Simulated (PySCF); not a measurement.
Consider `C#CC(=C)C` (C5H6). Optimised structure (Å), atoms numbered from 1:
```
C     2.3629   -0.4597    0.5388
C     1.2326   -0.1189    0.2563
C    -0.1175    0.2312   -0.0713
C    -0.4430    1.4995   -0.3737
C    -1.1175   -0.8916   -0.0533
H     3.3677   -0.7480    0.7852
H     0.3071    2.2927   -0.3774
H    -1.4730    1.7665   -0.6237
H    -0.8252   -1.6832   -0.7609
H    -1.1630   -1.3550    0.9447
H    -2.1204   -0.5319   -0.3211
```

Computed at ωB97X-D3(BJ)/ma-def2-TZVP // PBE0-D3(BJ)/def2-SVP with PySCF (density fitting, grid level 2). Zero-point and thermal terms (298.15 K, 1 bar) come from unscaled PBE0-D3(BJ)/def2-SVP harmonic frequencies, with soft modes damped to free rotors in the entropy.

(1) What are the vertical and the adiabatic ionisation energy for forming the radical cation?

(2) Where does the unpaired spin of the relaxed radical cation sit?

(3) What oxidation potential follows in dichloromethane (IEF-PCM), given that Fc+/Fc comes at 4.70 V absolute with this functional and basis?

(4) How far is −ε(HOMO) from the vertical value by ΔSCF?

Results:

(1) 9.14 eV vertical and 8.97 eV adiabatic, the latter with zero-point energy.

(2) C4 (alkene carbon) 0.56, C1 (alkyne carbon) 0.39, C3 (alkene carbon) 0.10 (intrinsic atomic orbital populations).

(3) In the gas phase ΔG of oxidation is 8.939 eV, and solvation is -12.6 kJ/mol for the parent and -211.6 kJ/mol for the product, so the absolute potential is 6.88 V, or 2.18 V against Fc+/Fc. Fc+/Fc in dichloromethane, 4.70 V, is ωB97X-D3(BJ)/ma-def2-TZVP on PBE0-D3(BJ)/def2-SVP structures with GFN2-xTB thermal terms. Benchmark calculations put it near 5.0 V in acetonitrile and DMSO, so it is about 0.3 V low, and the value against it can read up to that much too high. The solvent is electrostatics only, on gas-phase structures; the absolute scale refers to an electron at rest in vacuum.

(4) −ε(HOMO) = 9.26 eV, which is 0.12 eV above the ΔSCF value.
